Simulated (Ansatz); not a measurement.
Results of PBE+SOC (Ansatz, a first-principles code, PAW) for litharge SnO.

Settings: plane-wave cutoff 520 eV, 10×10×8 k mesh (along the axes of the cell as run), Fermi–Dirac smearing 0.01 eV, PAW data made under PBE.

The cell is scaled about its equilibrium volume:

Shape and atoms are relaxed at each volume.

```tsv
V (Å³/atom)	P (GPa)	direct gap at Γ (eV)	smallest gap on the k mesh (eV)	c (Å)
18.180	0.96	2.030	0.222	4.901
18.559	0.45	1.969	0.353	4.986
18.937	0.01	1.917	0.485	5.068
19.316	-0.31	1.873	0.617	5.157
19.695	-0.56	1.839	0.749	5.247
```

The fundamental gap (0.48 eV at the equilibrium volume, with added k points) lies elsewhere than Γ–Γ.

Note: for a layered or molecular solid the relaxed cell lies over 5 % above the published volume, where the minimum can be shallow; the cell comes from a level without a dispersion term, which matters for the spacing of layers, chains or molecules; the bulk modulus comes from volumes at which shape and atoms were relaxed.
